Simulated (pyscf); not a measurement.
Structures and frequencies: ωB97X-D3(BJ)/def2-SVP in PySCF.

**Question.** `[Cl][GeH]([Cl])[Cl]` + `[Cl][Cl]` → `[Cl][Ge]([Cl])([Cl])[Cl]` + `[ClH]`
Surface: singlet. Broken: Ge–H, Cl–Cl. Formed: Cl–Ge, Cl–H. Give ΔE‡ and ΔE from ωB97M-D3(BJ)/def2-TZVP, relative to the separated reactants.

**Answer.** ΔE‡ = 67.1 kcal/mol, ΔE = -55.0 kcal/mol. Zero-point energy shifts the barrier by -2.5 kcal/mol. It is a four-centre exchange, with an imaginary mode of 2061i cm⁻¹. From the product side, Cl• + Cl–Ge•(Cl)–Cl + HCl lies, by one bond made or cut, 31.2 kcal/mol under this saddle at ωB97M-D3(BJ). The same reactants have a lower exit, to Cl• + Cl• + Cl–GeH(Cl)–Cl (no saddle counted: cutting one bond costs +58.8 kcal/mol at ωB97M-D3(BJ), against +67.1 kcal/mol here). This is the saddle that the search found; another between the same sides may lie lower. One closed-shell reference is unstable to symmetry breaking; treat the single-reference values with care. Elements up to Kr have no core potential and no relativistic terms here.
